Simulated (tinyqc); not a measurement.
RHF in the sto-3g basis, for H2O, spin multiplicity 1, step by step (part 2 of 2). Computed by tinyqc, a small Python program that keeps every step (integrals from PySCF). Command: `OMP_NUM_THREADS=1 python tinyqc.py 23447 23448 out.jsonl` (the two numbers bound the seeds that draw the settings). One thread of a shared host (Intel(R) Xeon(R) Processor @ 2.60GHz), about 0.1 s of CPU time with the checks.

Geometry (angstrom):
```
atom,x,y,z
O,0.00000,0.00000,0.00000
H,0.00000,0.75500,0.55800
H,0.00000,-0.78800,0.58300
```

## Convergence

Stop when the energy changes by less than 1e-08 hartree and every element of the error matrix X^T (F D S - S D F) X is below 3e-05.

Course of the cycle:
```
iteration,E (hartree),change,largest element of the error matrix
1,-62.4707802,-,9.84e+00
2,-65.9437938,-3.47e+00,6.78e+00
3,-68.4515814,-2.51e+00,4.74e+00
4,-70.3047177,-1.85e+00,3.32e+00
5,-71.6489818,-1.34e+00,2.32e+00
6,-72.6164971,-9.68e-01,1.63e+00
7,-73.3069127,-6.90e-01,1.14e+00
8,-73.7967810,-4.90e-01,7.97e-01
9,-74.1429249,-3.46e-01,5.58e-01
10,-74.3868126,-2.44e-01,3.90e-01
11,-74.5583096,-1.71e-01,2.73e-01
12,-74.6787376,-1.20e-01,1.91e-01
13,-74.7632234,-8.45e-02,1.34e-01
14,-74.8224547,-5.92e-02,9.37e-02
...,...,...,...
45,-74.9609509,-9.38e-07,1.48e-06
46,-74.9609516,-6.57e-07,1.04e-06
47,-74.9609520,-4.60e-07,7.25e-07
48,-74.9609523,-3.22e-07,5.07e-07
49,-74.9609526,-2.25e-07,3.55e-07
50,-74.9609527,-1.58e-07,2.49e-07
51,-74.9609528,-1.10e-07,1.74e-07
52,-74.9609529,-7.72e-08,1.22e-07
53,-74.9609530,-5.41e-08,8.53e-08
54,-74.9609530,-3.78e-08,5.97e-08
55,-74.9609530,-2.65e-08,4.18e-08
56,-74.9609530,-1.85e-08,2.92e-08
57,-74.9609531,-1.30e-08,2.05e-08
58,-74.9609531,-9.09e-09,1.43e-08
```

PySCF RHF in the same basis = -74.9609531 hartree

Converged in 58 iterations.

## Populations, bond orders and dipole

D after iteration 58:
```
,1O 1s,1O 2s,1O 2px,1O 2py,1O 2pz,2H 1s,3H 1s
1O 1s,2.10580,-0.44348,0.00000,0.00067,0.10866,-0.03119,-0.02897
1O 2s,-0.44348,1.95362,0.00000,-0.01110,-0.61782,-0.03079,-0.02148
1O 2px,0.00000,0.00000,2.00000,0.00000,0.00000,0.00000,0.00000
1O 2py,0.00067,-0.01110,0.00000,0.72742,0.00631,0.53206,-0.53804
1O 2pz,0.10866,-0.61782,0.00000,0.00631,1.26196,0.47062,0.47466
2H 1s,-0.03119,-0.03079,0.00000,0.53206,0.47062,0.58708,-0.19078
3H 1s,-0.02897,-0.02148,0.00000,-0.53804,0.47466,-0.19078,0.60571
```

overlap S:
```
,1O 1s,1O 2s,1O 2px,1O 2py,1O 2pz,2H 1s,3H 1s
1O 1s,1.00000,0.23670,0.00000,0.00000,0.00000,0.05638,0.05110
1O 2s,0.23670,1.00000,0.00000,0.00000,0.00000,0.48694,0.45982
1O 2px,0.00000,0.00000,1.00000,0.00000,0.00000,0.00000,0.00000
1O 2py,0.00000,0.00000,0.00000,1.00000,0.00000,0.32149,-0.30977
1O 2pz,0.00000,0.00000,0.00000,0.00000,1.00000,0.23760,0.22918
2H 1s,0.05638,0.48694,0.00000,0.32149,0.23760,1.00000,0.24129
3H 1s,0.05110,0.45982,0.00000,-0.30977,0.22918,0.24129,1.00000
```

Mulliken: Z minus the diagonal of D S on the atom; Loewdin: the same with S^(1/2) D S^(1/2); Mayer order: 2 sum_s sum (D(s) S)_ij (D(s) S)_ji over the two atoms.

Charges (e):
```
atom,Mulliken,Loewdin
1O,-0.36906,-0.25557
2H,0.19283,0.13164
3H,0.17623,0.12393
```

Mayer bond orders:
```
pair,order
2-1,0.94857
3-1,0.95470
3-2,0.01424
```

dipole moment about the origin, x y z (debye): 0.00000  0.02032  1.70673
